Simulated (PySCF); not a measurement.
# C2H7B (SMILES CBC) at B3LYP/6-31G(d) (spherical functions)

Aim: a geometry optimisation of C2H7B. Input form: a Python script.

The calculation is run with PySCF 2.14.0.

1 further run of the same task is left out (set aside as unsound or not needed).

## Step 1: The structure to begin with

C2H7B has 10 atoms, charge 0, and is taken as a singlet. As SMILES, `CBC`. The coordinates come from a PBE0-D4/def2-TZVP relaxation. The run starts from this shape.

Bond lengths: C1–B2 1.558 Å, B2–C3 1.557 Å, C1–H4 1.102 Å, C1–H5 1.093 Å, C1–H6 1.092 Å, B2–H7 1.204 Å, C3–H8 1.093 Å, C3–H9 1.093 Å, C3–H10 1.102 Å. Some angles: C1–B2–C3 123.5°, C1–B2–H7 118.3°, C3–B2–H7 118.3°, B2–C1–H4 105.5°, B2–C1–H5 113.7°, B2–C1–H6 115.1°, B2–C3–H8 113.8°, B2–C3–H9 115.0°, B2–C3–H10 105.4°, H4–C1–H5 105.0°.

## Step 2: A structure relaxation at B3LYP/6-31G(d) (spherical functions)

The input, run.py:

```python
# CBC
from pyscf import gto, dft
from pyscf.geomopt.geometric_solver import kernel as optimise

system = gto.M(
    atom='''
C   -0.866800   0.874600  -0.607300
B    0.104600  -0.333600  -0.456400
C    0.826500  -0.693800   0.875800
H   -1.880100   0.442100  -0.587100
H   -0.793000   1.379200  -1.574000
H   -0.820700   1.609400   0.199800
H    0.309300  -1.024800  -1.421300
H    0.932700  -1.768600   1.043000
H    0.414400  -0.217500   1.768500
H    1.856400  -0.318200   0.761900
''',
    charge=0,
    verbose=3,
    basis='6-31g*',
    max_memory=1860,
)

ks = dft.RKS(system)
ks.xc = 'b3lyp'
ks.conv_tol = 1e-10
ks.grids.level = 4
converged, mol_eq = optimise(ks, maxsteps=60, convergence_set='GAU_TIGHT')
print('converged:', converged)
print(mol_eq.tostring())

ks.reset(mol_eq)
system = mol_eq
ks.kernel()
if not ks.converged:
    ks = ks.newton().run(ks.mo_coeff, ks.mo_occ)
energy = ks.e_tot
print('E = %.10f Eh' % energy)
```

Run with:

```
$ OMP_NUM_THREADS=1 python run.py
```

The program printed:

```text
convergence_set           GAU_TIGHT
maxiter                   60
----------------------------------------------------------
Custom engine selected.
Bonds will be generated from interatomic distances less than 1.20 times sum of covalent radii
30 internal coordinates being used (instead of 30 Cartesians)
Internal coordinate system (atoms numbered from 1):
Distance 1-2
Distance 1-4
Distance 1-5
Distance 1-6
Distance 2-3
Distance 2-7
Distance 3-8
Distance 3-9
Distance 3-10
Angle 2-1-4
Angle 2-1-5
Angle 2-1-6
Angle 4-1-5
Angle 4-1-6
Angle 5-1-6
Angle 1-2-7
Angle 3-2-7
Angle 2-3-8
Angle 2-3-9
Angle 2-3-10
Angle 8-3-9
Angle 8-3-10
Angle 9-3-10
Out-of-Plane 2-1-3-7
Dihedral 4-1-2-3
Dihedral 4-1-2-7
Dihedral 5-1-2-3
Dihedral 5-1-2-7
Dihedral 6-1-2-3
Dihedral 6-1-2-7
Dihedral 1-2-3-8
Dihedral 1-2-3-9
Dihedral 1-2-3-10
Dihedral 7-2-3-8
Dihedral 7-2-3-9
Dihedral 7-2-3-10
Translation-X 1-10
Translation-Y 1-10
Translation-Z 1-10
Rotation-A 1-10
Rotation-B 1-10
Rotation-C 1-10
> ===== Optimization Info: ====
> Job type: Energy minimization
> Maximum number of optimization cycles: 60
> Initial / maximum trust radius (Angstrom): 0.100 / 0.300
> Convergence Criteria:
> Will converge when all 5 criteria are reached:
>  |Delta-E| < 1.00e-06
>  RMS-Grad  < 1.00e-05
>  Max-Grad  < 1.50e-05
>  RMS-Disp  < 4.00e-05
>  Max-Disp  < 6.00e-05
> === End Optimization Info ===

Geometry optimization cycle 1
Cartesian coordinates (Angstrom)
 Atom        New coordinates             dX        dY        dZ
   C  -0.866800   0.874600  -0.607300    0.000000  0.000000  0.000000
   B   0.104600  -0.333600  -0.456400    0.000000  0.000000  0.000000
   C   0.826500  -0.693800   0.875800    0.000000  0.000000  0.000000
[... 6 lines of this table left out ...]
   H   1.856400  -0.318200   0.761900    0.000000  0.000000  0.000000

WARN: Mole.unit (angstrom) is changed to Bohr

converged SCF energy = -105.277061038092
--------------- RKS_Scanner gradients ---------------
         x                y                z
0 C     0.0019414357    -0.0010711886     0.0006594104
1 B    -0.0008123830     0.0026328725     0.0037231196
2 C    -0.0018444789     0.0005687777    -0.0014069355
[... 6 lines of this table left out ...]
9 H    -0.0021157630    -0.0006782710    -0.0002527671
----------------------------------------------
cycle 1: E = -105.277061038  dE = -105.277  norm(grad) = 0.00827307
Step    0 : Gradient = 2.616e-03/4.632e-03 (rms/max) Energy = -105.2770610381
Hessian Eigenvalues: 2.30000e-02 2.30000e-02 2.49898e-02 ... 3.44797e-01 3.45230e-01 3.45300e-01

Geometry optimization cycle 2
Cartesian coordinates (Angstrom)
 Atom        New coordinates             dX        dY        dZ
   C  -0.879193   0.883079  -0.617110   -0.012393  0.008479 -0.009810
   B   0.103404  -0.328935  -0.450160   -0.001196  0.004665  0.006240
   C   0.839182  -0.703193   0.884271    0.012682 -0.009393  0.008471
[... 6 lines of this table left out ...]
   H   1.873546  -0.329506   0.771073    0.017146 -0.011306  0.009173
converged SCF energy = -105.277233275678
--------------- RKS_Scanner gradients ---------------
         x                y                z
0 C     0.0004460098     0.0004880802    -0.0012774209
1 B    -0.0003258558     0.0011028980     0.0015245014
2 C    -0.0001639866    -0.0014571092    -0.0000440763
[... 6 lines of this table left out ...]
9 H     0.0001334979     0.0000771494    -0.0001710338
----------------------------------------------
cycle 2: E = -105.277233276  dE = -0.000172238  norm(grad) = 0.002931
Step    1 : Displace = 2.071e-02/3.089e-02 (rms/max) Trust = 1.000e-01 (=) Grad = 9.269e-04/1.910e-03 (rms/max) E (change) = -105.2772332757 (-1.722e-04) Quality = 0.826
Hessian Eigenvalues: 2.29385e-02 2.30001e-02 2.49894e-02 ... 3.44760e-01 3.45265e-01 3.63946e-01

Geometry optimization cycle 3
Cartesian coordinates (Angstrom)
 Atom        New coordinates             dX        dY        dZ
   C  -0.875693   0.877535  -0.611091    0.003500 -0.005544  0.006020
   B   0.106702  -0.339816  -0.465467    0.003299 -0.010880 -0.015307
   C   0.835320  -0.696370   0.879928   -0.003862  0.006823 -0.004343
[... 6 lines of this table left out ...]
   H   1.870837  -0.322627   0.772867   -0.002710  0.006880  0.001793
converged SCF energy = -105.277241134445
--------------- RKS_Scanner gradients ---------------
         x                y                z
0 C     0.0004874678     0.0007095382     0.0007941059
1 B     0.0003956617    -0.0013194788    -0.0018535104
2 C    -0.0008043785     0.0003786627     0.0007518554
[... 6 lines of this table left out ...]
9 H     0.0004421559     0.0003389067    -0.0001788010
----------------------------------------------
cycle 3: E = -105.277241134  dE = -7.85877e-06  norm(grad) = 0.00320258
Step    2 : Displace = 1.475e-02/2.111e-02 (rms/max) Trust = 1.414e-01 (+) Grad = 1.013e-03/2.309e-03 (rms/max) E (change) = -105.2772411344 (-7.859e-06) Quality = 0.164
Hessian Eigenvalues: 2.26725e-02 2.30001e-02 2.49893e-02 ... 3.44759e-01 3.45265e-01 4.25746e-01

[... 8 lines left out ...]
converged SCF energy = -105.277266489428
[... 20 lines left out ...]
converged SCF energy = -105.277269111537
[... 20 lines left out ...]
converged SCF energy = -105.277272856802
[... 20 lines left out ...]
converged SCF energy = -105.277274884318
[... 20 lines left out ...]
converged SCF energy = -105.277281643178
[... 20 lines left out ...]
converged SCF energy = -105.277287821199
[... 20 lines left out ...]
converged SCF energy = -105.277290295601
[... 20 lines left out ...]
converged SCF energy = -105.277290495247
[... 20 lines left out ...]
converged SCF energy = -105.277290540282
[... 20 lines left out ...]
converged SCF energy = -105.277290546197
[... 20 lines left out ...]
converged SCF energy = -105.27729054665
[... 20 lines left out ...]
converged SCF energy = -105.277290546855
[... 20 lines left out ...]
converged SCF energy = -105.277290546992
[... 20 lines left out ...]
converged SCF energy = -105.277290547169
[... 20 lines left out ...]
converged SCF energy = -105.277290547742
[... 20 lines left out ...]
converged SCF energy = -105.277290549206
[... 20 lines left out ...]
converged SCF energy = -105.277290549948
[... 20 lines left out ...]
converged SCF energy = -105.277290550545
[... 20 lines left out ...]
converged SCF energy = -105.277290551085
[... 7 lines left out ...]
----------------------------------------------
cycle 22: E = -105.277290551  dE = -5.40396e-10  norm(grad) = 3.40176e-06
Step   21 : Displace = 7.087e-05/1.141e-04 (rms/max) Trust = 7.658e-05 (=) Grad = 1.076e-06/1.855e-06 (rms/max) E (change) = -105.2772905511 (-5.404e-10) Quality = 0.341
Hessian Eigenvalues: 7.45990e-05 4.37364e-04 6.35939e-03 ... 3.46134e-01 3.64981e-01 4.58026e-01

Geometry optimization cycle 23
Cartesian coordinates (Angstrom)
 Atom        New coordinates             dX        dY        dZ
   C  -0.901456   0.870321  -0.607335   -0.000489 -0.000094 -0.000131
   B   0.101755  -0.326363  -0.451453   -0.000444 -0.000075 -0.000274
   C   0.853399  -0.685827   0.878438   -0.000446 -0.000223 -0.000312
[... 6 lines of this table left out ...]
   H   1.911096  -0.402043   0.737248   -0.000411 -0.000349 -0.000298
converged SCF energy = -105.277290551852
--------------- RKS_Scanner gradients ---------------
         x                y                z
0 C     0.0000002730    -0.0000000391    -0.0000014082
1 B    -0.0000006581     0.0000011877     0.0000006382
2 C     0.0000011586    -0.0000012563    -0.0000002056
[... 6 lines of this table left out ...]
9 H     0.0000002470     0.0000001852     0.0000008415
----------------------------------------------
cycle 23: E = -105.277290552  dE = -7.6659e-10  norm(grad) = 3.15392e-06
Step   22 : Displace = 7.869e-05/1.305e-04 (rms/max) Trust = 7.658e-05 (=) Grad = 9.974e-07/1.721e-06 (rms/max) E (change) = -105.2772905519 (-7.666e-10) Quality = 0.348
Hessian Eigenvalues: 4.98887e-05 4.28931e-04 3.66724e-03 ... 3.47663e-01 3.63086e-01 4.58153e-01

Geometry optimization cycle 24
Cartesian coordinates (Angstrom)
 Atom        New coordinates             dX        dY        dZ
   C  -0.902169   0.870185  -0.607524   -0.000713 -0.000135 -0.000189
   B   0.101088  -0.326486  -0.451845   -0.000667 -0.000123 -0.000392
   C   0.852747  -0.686155   0.877983   -0.000652 -0.000328 -0.000456
[... 6 lines of this table left out ...]
   H   1.910479  -0.402507   0.736801   -0.000616 -0.000464 -0.000447
converged SCF energy = -105.277290552977
--------------- RKS_Scanner gradients ---------------
         x                y                z
0 C     0.0000008380     0.0000005589    -0.0000009353
1 B     0.0000000517     0.0000011202     0.0000012372
2 C     0.0000008151    -0.0000014829    -0.0000005567
[... 6 lines of this table left out ...]
9 H     0.0000002027    -0.0000000568     0.0000013176
----------------------------------------------
cycle 24: E = -105.277290553  dE = -1.12475e-09  norm(grad) = 3.62594e-06
Step   23 : Displace = 8.220e-05/1.419e-04 (rms/max) Trust = 7.658e-05 (=) Grad = 1.147e-06/1.781e-06 (rms/max) E (change) = -105.2772905530 (-1.125e-09) Quality = 0.351
Hessian Eigenvalues: 2.95034e-05 4.21656e-04 2.11522e-03 ... 3.47960e-01 3.62748e-01 4.58099e-01

Geometry optimization cycle 25
Cartesian coordinates (Angstrom)
 Atom        New coordinates             dX        dY        dZ
   C  -0.903264   0.869980  -0.607813   -0.001095 -0.000206 -0.000289
   B   0.100027  -0.326701  -0.452436   -0.001060 -0.000215 -0.000591
   C   0.851741  -0.686664   0.877282   -0.001006 -0.000509 -0.000701
[... 6 lines of this table left out ...]
   H   1.909504  -0.403140   0.736094   -0.000975 -0.000633 -0.000707
converged SCF energy = -105.27729055484
--------------- RKS_Scanner gradients ---------------
         x                y                z
0 C     0.0000015640     0.0000013465     0.0000002937
1 B     0.0000012131     0.0000005243     0.0000018467
2 C    -0.0000000657    -0.0000013677    -0.0000008890
[... 6 lines of this table left out ...]
9 H     0.0000002663    -0.0000003829     0.0000016805
----------------------------------------------
cycle 25: E = -105.277290555  dE = -1.86296e-09  norm(grad) = 4.839e-06
Step   24 : Displace = 7.628e-05/1.347e-04 (rms/max) Trust = 7.658e-05 (=) Grad = 1.530e-06/2.271e-06 (rms/max) E (change) = -105.2772905548 (-1.863e-09) Quality = 0.371
Hessian Eigenvalues: 1.62539e-05 4.08093e-04 1.25090e-03 ... 3.49095e-01 3.65110e-01 4.57954e-01

Geometry optimization cycle 26
Cartesian coordinates (Angstrom)
 Atom        New coordinates             dX        dY        dZ
   C  -0.905156   0.869628  -0.608314   -0.001892 -0.000352 -0.000501
   B   0.098141  -0.327112  -0.453445   -0.001886 -0.000411 -0.001009
   C   0.849987  -0.687557   0.876067   -0.001753 -0.000893 -0.001215
[... 6 lines of this table left out ...]
   H   1.907765  -0.404104   0.734846   -0.001739 -0.000964 -0.001248
converged SCF energy = -105.27729055853
--------------- RKS_Scanner gradients ---------------
         x                y                z
0 C     0.0000028527     0.0000013116     0.0000024370
1 B     0.0000006473     0.0000011132     0.0000003006
2 C    -0.0000011226    -0.0000008597    -0.0000000848
[... 6 lines of this table left out ...]
9 H     0.0000007858    -0.0000006858     0.0000017000
----------------------------------------------
cycle 26: E = -105.277290559  dE = -3.69042e-09  norm(grad) = 6.05856e-06
Step   25 : Displace = 7.420e-05/1.092e-04 (rms/max) Trust = 7.658e-05 (=) Grad = 1.916e-06/3.975e-06 (rms/max) E (change) = -105.2772905585 (-3.690e-09) Quality = 0.413
Eigenvalues below 1.0000e-05 (-1.7736e-01) - returning guess
Hessian Eigenvalues: 2.30000e-02 2.30000e-02 2.49898e-02 ... 3.39143e-01 3.41273e-01 3.41273e-01

Geometry optimization cycle 27
Cartesian coordinates (Angstrom)
 Atom        New coordinates             dX        dY        dZ
   C  -0.905179   0.869624  -0.608323   -0.000023 -0.000004 -0.000009
   B   0.098114  -0.327121  -0.453452   -0.000027 -0.000009 -0.000007
   C   0.849967  -0.687565   0.876056   -0.000020 -0.000008 -0.000012
[... 6 lines of this table left out ...]
   H   1.907739  -0.404100   0.734816   -0.000026  0.000004 -0.000030
converged SCF energy = -105.277290558722
--------------- RKS_Scanner gradients ---------------
         x                y                z
0 C     0.0000009778     0.0000004919     0.0000009835
1 B     0.0000003826     0.0000000119     0.0000003583
2 C     0.0000002573    -0.0000001522    -0.0000003290
[... 6 lines of this table left out ...]
9 H     0.0000003184    -0.0000003303     0.0000007878
----------------------------------------------
cycle 27: E = -105.277290559  dE = -1.92259e-10  norm(grad) = 2.16129e-06
Step   26 : Displace = 1.140e-05/2.265e-05 (rms/max) Trust = 7.658e-05 (=) Grad = 6.835e-07/1.472e-06 (rms/max) E (change) = -105.2772905587 (-1.923e-10) Quality = 1.163
Hessian Eigenvalues: 2.30000e-02 2.30000e-02 2.49898e-02 ... 3.39143e-01 3.41273e-01 3.41273e-01
Converged! =D

converged: True
C          -0.90517938        0.86962353       -0.60832293
B           0.09811435       -0.32712096       -0.45345186
C           0.84996724       -0.68756516        0.87605560
[... 6 lines of this table left out ...]
H           1.90773903       -0.40410019        0.73481592
converged SCF energy = -105.277290558723
E = -105.2772905587 Eh
```

Wall time 90 s (1 thread of AMD EPYC 9R45 (Zen 5), shared host); peak memory 0.59 GiB.

Step by step:

| step | energy from the first frame kept (eV) | largest force (eV/Å) |
| --- | --- | --- |
| 0 | 0.0000 | 0.2382 |
| 2 | -0.0049 | 0.1188 |
| 4 | -0.0057 | 0.0144 |
| 6 | -0.0058 | 0.0142 |
| 8 | -0.0062 | 0.0151 |
| 10 | -0.0062 | 0.0022 |
| 12 | -0.0062 | 0.0002 |
| 14 | -0.0062 | 0.0001 |
| 16 | -0.0062 | 0.0005 |
| 18 | -0.0062 | 0.0002 |
| 20 | -0.0062 | 0.0001 |
| 22 | -0.0062 | 0.0001 |
| 24 | -0.0062 | 0.0001 |
| 26 | -0.0062 | 0.0001 |

After the run. Bond lengths: C1–B2 1.569 Å, B2–C3 1.569 Å, C1–H4 1.104 Å, C1–H5 1.098 Å, C1–H6 1.096 Å, B2–H7 1.204 Å, C3–H8 1.098 Å, C3–H9 1.096 Å, C3–H10 1.104 Å. Some angles: C1–B2–C3 124.4°, C1–B2–H7 117.8°, C3–B2–H7 117.8°, B2–C1–H4 106.9°, B2–C1–H5 112.6°, B2–C1–H6 115.3°, B2–C3–H8 112.6°, B2–C3–H9 115.3°, B2–C3–H10 107.0°, H4–C1–H5 104.9°.

## Step 3: Results

Level: B3LYP/6-31G* (spherical functions).

| quantity | value |
| --- | --- |
| total energy at the end | -105.27729 Eh |
| dipole moment | 0.39 D |
| HOMO energy | -8.25 eV |
| LUMO energy | -0.48 eV |
| HOMO–LUMO gap | 7.78 eV |

What this shows: At the final geometry: Bond lengths: C1–B2 1.569 Å, B2–C3 1.569 Å, C1–H4 1.104 Å, C1–H5 1.098 Å, C1–H6 1.096 Å, B2–H7 1.204 Å, C3–H8 1.098 Å, C3–H9 1.096 Å, C3–H10 1.104 Å. Some angles: C1–B2–C3 124.4°, C1–B2–H7 117.8°, C3–B2–H7 117.8°, B2–C1–H4 106.9°, B2–C1–H5 112.6°, B2–C1–H6 115.3°, B2–C3–H8 112.6°, B2–C3–H9 115.3°, B2–C3–H10 107.0°, H4–C1–H5 104.9°. The optimisation took 26 steps and changed the energy by -0.006 eV. Mulliken charges run from -0.58 on C1 to +0.29 on B2.
